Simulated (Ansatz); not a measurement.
Born–Oppenheimer molecular dynamics of C₃H₅ (8 atoms, charge 0, multiplicity 2). It starts from a relaxed structure.

These are results of UKS PBE/6-31G* in Ansatz 0.2.0, not measurements.

```
ensemble        : NVT, Langevin thermostat
time step       : 0.5 fs
steps asked     : 150
set temperature : 400 K
friction        : 0.001 /fs
seed            : 183235
```

First frame:

```xyz
8
Properties=species:S:1:pos:R:3
C -0.462 0.971 -0.629
C 0.345 0.235 0.234
C 0.225 -1.132 0.468
H -1.268 0.490 -1.193
H -0.319 2.044 -0.775
H 1.139 0.773 0.770
H -0.548 -1.724 -0.034
H 0.888 -1.658 1.160
```

Question: How far do the bonds stretch over the last three quarters of this one trajectory? (Pairs bonded in most of those frames.)

Answer: 
```
 bond  mean (Å)  spread (Å)  shortest  longest
C1–C2     1.398       0.019      1.36     1.44
C1–H4     1.099       0.018      1.07     1.13
C1–H5     1.095       0.012      1.08     1.12
C2–C3     1.400       0.034      1.34     1.45
C2–H6     1.100       0.006      1.09     1.12
C3–H7     1.096       0.015      1.07     1.12
C3–H8     1.095       0.013      1.07     1.12
```

Mean temperature of the second half: 211 K. The mean temperature of the second half is 47 % below the set value. A run of 0.075 ps of so small a system gives no equilibrium averages.

The run took 2.8 min on 1 thread of Intel(R) Xeon(R) 6975P-C (Granite Rapids) (shared host), peak memory 0.13 GiB.
